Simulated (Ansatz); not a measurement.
## Ansatz (development build ahead of 0.2.0) run

```yaml
crystal:
  periodic: [false, false, false]
  atoms:
    - { symbol: C, position_ang: [0.00989, 0.0436, -0.02238] }
    - { symbol: C, position_ang: [1.39727, -0.04642, 0.00738] }
    - { symbol: C, position_ang: [-0.72814, 1.20556, -0.04109] }
    - { symbol: C, position_ang: [-0.69919, -1.20615, 0.04568] }
    - { symbol: H, position_ang: [1.95764, -0.89067, -0.00802] }
    - { symbol: H, position_ang: [1.98673, 0.90692, -0.03918] }
    - { symbol: H, position_ang: [-1.75815, 1.27116, 0.00803] }
    - { symbol: H, position_ang: [-0.17762, 2.17817, 0.04997] }
    - { symbol: H, position_ang: [-1.8456, -1.25666, -0.01294] }
    - { symbol: H, position_ang: [-0.19112, -2.16287, -0.04499] }
basis:
  gaussian: { orbitals: cc-pVTZ }
magnetization:
  spin_polarized: true
  initial_magnetization: 2
hamiltonian:
  xc: hf
```

The input is written out in the form of the current development build from the run's settings.

Output:

```yaml
Converged: yes
Total_energy: -154.93850 hartree
Spin_squared_of_the_determinant: 2.189
```

Caution: the unrestricted determinant is spin contaminated.
